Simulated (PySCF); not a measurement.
Molecule: C3H2N, charge -1, multiplicity 1. It need not be the lowest isomer of its formula. Whether it binds its extra electron was not tested at this geometry. 
Geometry from a B3LYP-D3(BJ)/def2-TZVP (Ansatz) optimisation:
```
C
C 1 1.3432
H 2 1.0931 1 121.21
C 1 1.4006 2 119.50 3 180.00
N 4 1.1721 1 172.72 2 -180.00
H 2 1.1009 3 113.54 1 180.00
```
Charge -1, spin multiplicity 1.

Dispersion corrections to the total energy (kcal/mol) from the dftd3 and dftd4 libraries through PySCF: D3(BJ) without and D4 with the three-body term, each with the damping fitted for the functional named.

```csv
functional,D3(BJ),D4
TPSS,-2.82,-3.47
PBE0,___,-2.13
BLYP,-4.84,-5.81
HF,-20.82,___
CAM-B3LYP,-1.68,-2.12
BHLYP,-3.04,___
revPBE,-5.92,-8.96
```

### Question
Complete the blanks.

### Answer

- PBE0, D3(BJ): -1.91
- HF, D4: -10.07
- BHLYP, D4: -2.87
